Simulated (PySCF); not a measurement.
hydrogen cyanide (CHN), SMILES C#N. Atoms are numbered in the order given.

```xyz
3

C      0.0000     0.0000    -0.4968
N      0.0000     0.0000     0.6492
H      0.0000     0.0000    -1.5636
```
Charge 0, spin multiplicity 1.

Geometry: B3LYP-D3(BJ)/def2-TZVPD.

Lowest vertical singlet excitation by several levels in PySCF, with rough processor times relative to the cheapest run on one machine. Each run also gave further roots (ADC and EOM-CCSD ionised and attached states too); roots are paired by order and the bases differ. EOM-CCSD serves as a yardstick, not as the true value; all levels that ended soundly for this molecule are listed, with differences from unrounded values.

```json
[
 {"level": "TDDFT-LC-ωPBE/def2-TZVPD", "relative cost": "1", "S1 (eV)": "7.83", "S1 minus EOM-CCSD (eV)": "-0.76"},
 {"level": "EOM-CCSD/aug-cc-pVDZ", "relative cost": "1", "S1 (eV)": "8.59", "S1 minus EOM-CCSD (eV)": "0.00"},
 {"level": "TDDFT-ωB97X/def2-TZVPD", "relative cost": "1", "S1 (eV)": "7.81", "S1 minus EOM-CCSD (eV)": "-0.78"},
 {"level": "ADC(3)/aug-cc-pVDZ", "relative cost": "5", "S1 (eV)": "8.10", "S1 minus EOM-CCSD (eV)": "-0.49"}
]
```
